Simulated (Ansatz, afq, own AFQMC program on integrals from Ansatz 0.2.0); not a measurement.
AFQMC on a folder of integrals that Ansatz 0.2.0 wrote.

```yaml
crystal:
  periodic: [false, false, false]
  atoms:
    - {symbol: B, position_ang: [0.000000, 0.000000, 0.826501]}
    - {symbol: C, position_ang: [0.000000, 0.000000, -0.555344]}
    - {symbol: H, position_ang: [0.000000, -0.925158, -1.123694]}
    - {symbol: H, position_ang: [0.000000, 0.925158, -1.123694]}
basis:
  gaussian: {orbitals: aug-cc-pVDZ}
magnetization: {spin_polarized: true, initial_magnetization: 1}
correlation: {method: ccsd_t, electrons: outside_noble_gas, hamiltonian_folder: ham}
```

```sh
$ ansatz run in.yaml --threads 1 --pin off --events-out ev --progress --plain --max-ram 24576MiB --backend cuda --devices 0, --max-vram 18GiB
```

afq runs on the folder ham with

```
--method free --trial cisd --walkers 2200 --time-step 0.03 --max-blocks 4000 --target-error 0.00036 --factor-cut 1e-05 --seed 5387 --times 0,0.3,0.6,1.2,1.8,2.4,3.6,4.8,6 --taylor-order 8
```

Times are imaginary, in 1/Eh. The walk had a cap of 121 s.

Log:

```
orbitals 62  electrons 5 4  factors 512 of 636
reference energy -63.58822906 Eh
CCSD correlation -0.21460718 Eh in 14 cycles, weight of the determinant in the CISD state 0.8613
repeat  energy at the last time / Eh  error
    10  -63.812637  0.000343
    20  -63.812922  0.000313
    30  -63.813096  0.000244
time / (1/Eh)  energy / Eh  error  mean overlap
  0.00  -63.802870  0.000048  1.1613
  0.30  -63.808593  0.000070  1.1614
  0.60  -63.810688  0.000084  1.1634
  1.20  -63.812208  0.000111  1.1668
  1.80  -63.812801  0.000094  1.1680
  2.40  -63.812845  0.000120  1.1780
  3.60  -63.813024  0.000165  1.1919
  4.80  -63.812798  0.000227  1.2135
  6.00  -63.813059  0.000239  1.2065
energy -63.813059 +/- 0.000239 Eh
```

The run passed its tests (error under three times the target), which doesn't prove that it has relaxed.

Against this walk (error 6.5 meV) on the same determinant: CCSD(T) 43.8 meV higher, CCSDT(Q) 6.8 meV lower (within the noise). The error is statistical, and a free projection of finite length keeps a remainder of its start. The determinant has ⟨S²⟩ = 0.91, so the low cluster orders mix in higher spin, and so can this walk. None of these is a sure reference here.

Cautions: remainder of the start not in the error; start is not spin pure; raised T1 diagnostic (T1 0.045, weight of the determinant 0.86, largest double 0.07); unrestricted determinant spin contaminated (⟨S²⟩ 0.91 against 0.75).

The walk took 82 s on 1 × NVIDIA H100 80GB HBM3 with 2 threads of AMD EPYC 7R13 Processor (Zen 3), on a shared host (the card was shared). The log's last line is the free-projection energy.

CCSDT and higher add their correlation energy to the determinant of the CCSD(T) run, since their own runs factorise the integrals more tightly (a shift of under 2 meV). A walk keeps the symmetry of its determinant, which the program's search chose and which needn't be the lowest solution, so a lower state of the same spin and another symmetry isn't excluded.
